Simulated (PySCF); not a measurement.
Does the answer move with the share of exact exchange?

Compound: nitric acid, HNO3.
Geometry (PBE0-D3(BJ)/def2-SVP, Å), atoms numbered from 1 in this order:
```xyz
5
HNO3 angstrom
O      0.0051    0.7550   -1.0335
N     -0.0979   -0.2366   -0.3650
O     -0.3809   -1.3443   -0.6817
O      0.1478   -0.0770    0.9807
H      0.3578    0.8684    1.0647
```

PySCF, def2-SVPD basis, density fitting, gas phase, PBE0-D3(BJ)/def2-SVP geometry; singlet excitations by full TDDFT with frozen cores, triplets by Tamm–Dancoff TDDFT and ionisation energies by ΔSCF, from the lowest of the holes tried. One functional is left out:

```tsv
functional	exact exchange (%)	HOMO energy (eV)	LUMO energy (eV)	lowest singlet excitation (eV)	lowest triplet excitation (eV)	dipole moment (D)	mean polarisability (au)	vertical ionisation energy (eV)
LDA	0	-7.97	-3.49	4.72	4.26	2.406	26.1	12.34
PBE	0	-7.76	-3.21	4.76	4.23	2.348	26.1	12.05
PBE0	25	-9.68	-2.20	4.96	4.40	2.440	25.0	12.52
BHandHLYP	50	-11.58	-1.10	5.14	4.14	2.539	24.3	12.59
```

**Question.** Predict the row of B3LYP (20 % exact exchange) by straight lines through the other rows, and check it.

**Answer.** 
```json
{"property": "HOMO energy (eV)", "line": "-9.34", "computed": "-9.40", "computed − line": "-0.06", "PBE0 (25 %), for comparison": "-9.68"}
{"property": "LUMO energy (eV)", "line": "-2.44", "computed": "-2.54", "computed − line": "-0.10", "PBE0 (25 %), for comparison": "-2.20"}
{"property": "lowest singlet excitation (eV)", "line": "4.91", "computed": "4.87", "computed − line": "-0.04", "PBE0 (25 %), for comparison": "4.96"}
{"property": "lowest triplet excitation (eV)", "line": "4.26", "computed": "4.34", "computed − line": "+0.08", "PBE0 (25 %), for comparison": "4.40"}
{"property": "dipole moment (D)", "line": "2.437", "computed": "2.431", "computed − line": "-0.006", "PBE0 (25 %), for comparison": "2.440"}
{"property": "mean polarisability (au)", "line": "25.3", "computed": "25.3", "computed − line": "0.0", "PBE0 (25 %), for comparison": "25.0"}
{"property": "vertical ionisation energy (eV)", "line": "12.39", "computed": "12.53", "computed − line": "+0.14", "PBE0 (25 %), for comparison": "12.52"}
```

**Question.** Which of these properties follows the share of exact exchange most closely, and which least?

**Answer.** Most closely the HOMO energy, least the lowest triplet excitation; the correlations over the tabulated rows are HOMO energy -0.999, lowest singlet excitation 0.995, LUMO energy 0.994, mean polarisability -0.994, dipole moment 0.949, vertical ionisation energy 0.831, lowest triplet excitation -0.299. The HOMO energy moves by -0.741 eV for every 10 %. Functionals with the same share still differ in their other parts: at 0 % LDA and PBE differ by 0.21 eV in it.
